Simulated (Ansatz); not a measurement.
# SiO (SMILES O=[Si]) at RPBE-D3(BJ)/def2-SV(P) (nuclear model gaussian, 1 point charge)

What is the energy difference between two shapes of SiO at RPBE-D3(BJ)/def2-SV(P) (nuclear model gaussian, 1 point charge)? 

The results are computed with Ansatz 0.2.0.

10 further runs of the same task are left out: 1 for a known fault of the program, 9 set aside as unsound or not needed.

## 1. The structure to begin with

SiO has 2 atoms, charge 0, and is taken as a singlet. As SMILES, `O=[Si]`. The shape is that of a PBE0-D4/def2-TZVP optimisation.

Bond lengths: O1–Si2 1.509 Å.

## 2. Energy and forces at RPBE-D3(BJ)/def2-SV(P) (nuclear model gaussian, 1 point charge)

Contents of in.yaml:

```yaml
crystal:
  periodic: [false, false, false]
  atoms:
    - {symbol: O, position_ang: [-0.640700, 0.231500, -0.324000]}
    - {symbol: Si, position_ang: [0.640700, -0.231500, 0.324000]}
basis:
  gaussian:
    orbitals: def2-SV_P_.json
    final_grid:
      core_spheres: 20
      valence_spheres: 16
      degree: 47
    nuclear_model: gaussian
    point_charges: [{charge: -0.5, position_ang: [-2.8018, 0.2357, -0.8241]}]
scf:
  lower_state_search: light
output:
  forces: true
  orbitals: {seedname: orbitals}
hamiltonian:
  xc: {name: RPBE}
  dispersion: d3bj
```

The basis set def2-SV(P) is read from a file made from the Basis Set Exchange's data (not shown).

The run is started by

```
$ ansatz run in.yaml --threads 1 --pin off --max-ram 2610MiB --events-out events.jsonl --progress --plain --runs-dir runs
```

What it wrote:

```text
Warning: RAYON_NUM_THREADS=1 ignored (pool sized by the plan → 1); use --threads N
Functional definition: RPBE
  name "RPBE"
  parameter kappa = 0.804
  parameter beta = 0.06672455060314922
  exchange = rpbe_x(kappa = kappa, mu = beta*pi^2/3)
  correlation = pbe_c(beta = beta)
339 factors; their error is unknown
mean field evaluation 1: about -9910.8259 eV, gradient 6.3e1 eV
mean field evaluation 2: about -9769.1352 eV, gradient 1.9e2 eV
mean field evaluation 4: about -9918.8493 eV, gradient 9.5e0 eV
mean field evaluation 8: about -9919.1256 eV, gradient 1.1e-1 eV
mean field evaluation 16: about -9919.0936 eV, gradient 2.6e-5 eV
mean field -9919.09363654 eV, -364.5199677397 hartree, gradient 2.6e-5 eV, S^2 0.000000; 0 other end points of the search recorded, 0 dependent functions left out
the calculation of the forces begins
reference -9919.09365769 eV, -364.5199685171 hartree; 11, 11 occupied and 21, 21 virtual orbitals, 339 factors
Total energy: -9919.26148686 eV, -364.5261361253 hartree
Atom 0 at    -0.640700     0.231500    -0.324000 Å, force    -1.668973     0.779220    -0.978460 eV/Å
Atom 1 at     0.640700    -0.231500     0.324000 Å, force     1.906097    -0.745822     1.007490 eV/Å
Dipole moment:     0.210891    -0.104253     0.128058 e Å
```

Run time: 0.68 s. Hardware: 1 thread of Arm Neoverse V1, shared host.

## 3. The distorted shape at the same level

Edit in.yaml of step 2 so:

```diff
@@ -3,4 +3,4 @@
   atoms:
-    - {symbol: O, position_ang: [-0.640700, 0.231500, -0.324000]}
-    - {symbol: Si, position_ang: [0.640700, -0.231500, 0.324000]}
+    - {symbol: O, position_ang: [-0.648844, 0.209736, -0.356102]}
+    - {symbol: Si, position_ang: [0.623167, -0.258567, 0.290995]}
 basis:
```

The basis set def2-SV(P) is read from a file made from the Basis Set Exchange's data (not shown).

The run is started by

```
$ ansatz run in.yaml --threads 1 --pin off --max-ram 2610MiB --events-out events.jsonl --progress --plain --runs-dir runs
```

What it wrote, shortened:

```text
Warning: RAYON_NUM_THREADS=1 ignored (pool sized by the plan → 1); use --threads N
[... 2 set-up lines as earlier in the session ...]
[...]
339 factors; their error is unknown
[...]
mean field -9919.07379491 eV, -364.5192385733 hartree, gradient 2.7e-5 eV, S^2 0.000000; 0 other end points of the search recorded, 0 dependent functions left out
[...]
reference -9919.07381610 eV, -364.5192393521 hartree; 11, 11 occupied and 21, 21 virtual orbitals, 339 factors
Total energy: -9919.24173090 eV, -364.5254101070 hartree
Atom 0 at    -0.648844     0.209736    -0.356102 Å, force    -2.030141     0.925083    -1.178132 eV/Å
Atom 1 at     0.623167    -0.258567     0.290995 Å, force     2.270276    -0.893753     1.202329 eV/Å
Dipole moment:     0.205874    -0.103953     0.127771 e Å
```

Run time: 0.69 s. Hardware: 1 thread of Arm Neoverse V1, shared host.

## 4. What came out

At RPBE-D3(BJ)/def2-SV(P) (nuclear model gaussian, 1 point charge):

| quantity | value |
| --- | --- |
| first shape: total energy | -364.52614 Eh |
| first shape: dipole moment | 1.29 D |
| first shape: HOMO–LUMO gap | 4.45 eV |
| first shape: dispersion energy | -16.19 kJ/mol |
| first shape: largest force on an atom | 2.281 eV/Å |
| distorted shape: total energy | -364.52541 Eh |
| distorted shape: dipole moment | 1.27 D |
| distorted shape: HOMO–LUMO gap | 4.47 eV |
| distorted shape: dispersion energy | -16.20 kJ/mol |
| distorted shape: largest force on an atom | 2.720 eV/Å |
| energy change with the atoms displaced | 0.020 eV |

**Reading.** With the atoms displaced the energy rises by 0.02 eV (0.5 kcal/mol). The first shape isn't relaxed at this level, so the change isn't measured from a minimum. The largest force (first shape) is 2.28 eV/Å: the shape isn't a stationary point for this species at this level.
